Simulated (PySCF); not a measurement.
# Towards the basis-set limit for SiN−

The task here is to estimate one member of a computed series from the others.

Method: CCSD(T) on RHF, no relativity in the base curves; scalar relativity is added as a correction; program: PySCF 2.14.0.

3 further runs of the same task are left out: 3 set aside as unsound or not needed.

Set-up of the first run:

* molecule: SiN−
* state: singlet, unpaired electrons none
* smaller basis: Si aug-cc-pV(D+d)Z, N aug-cc-pVDZ
* larger basis: Si aug-cc-pV(T+d)Z, N aug-cc-pVTZ
* frozen core orbitals: 6
* extrapolation: correlation as n⁻³ (n = 2, 3), Hartree–Fock as (n+1)·exp(−9√n)
* corrections: core–valence correlation, scalar relativity
* distances (Å): 1.4045, 1.4684, 1.5322, 1.5960, 1.6599, 1.7397, 1.8195
* masses (u): 27.9769, 14.0031
* dissociation limit: Si− + N

Run with:

```sh
OMP_NUM_THREADS=4 python comp.py task.json out
```

Among the steps run: Coupled cluster at each distance.

One of the session's tables, all rows but one given; the rest of the session is left out.

Parts of the energy along the bond, in eV from Si− + N:

```
 R (Å)  HF/CBS  CCSD corr.      (T)  core–valence  relativity
1.4045  -0.971      -3.442  -0.4033       -0.0914     -0.0008
1.4684  -1.575      -3.543  -0.4384       -0.0698      0.0033
1.5322  -1.802      -3.657  -0.4775       -0.0522      0.0060
1.5960  -1.755      -3.781  -0.5204       -0.0380      0.0077
1.6599  -1.510      -3.915  -0.5672       -0.0264      0.0086
1.7397       ?           ?        ?             ?           ?
1.8195  -0.377      -4.281  -0.6999       -0.0059      0.0088
```

Estimate the missing values for R (Å) = 1.7397.

Worked estimate for «HF/CBS». A straight line through the neighbours (1.6599, -1.510) and (1.8195, -0.377) gives -1.510 + (-0.377 + 1.510) × (1.7397 − 1.6599) / (1.8195 − 1.6599) = -0.943; a parabola fitted to 3 rows on both sides gives -1.037.

As computed: HF/CBS: -1.012; CCSD corr.: -4.094; (T): -0.6307; core–valence: -0.0149; relativity: 0.0090. In «HF/CBS» the line misses by +0.069 and the parabola by -0.025.

Caveats from the session: Spin–orbit coupling and excitations beyond (T) are left out. An extrapolation from double and triple zeta is rough, so this isn't yet the limit.
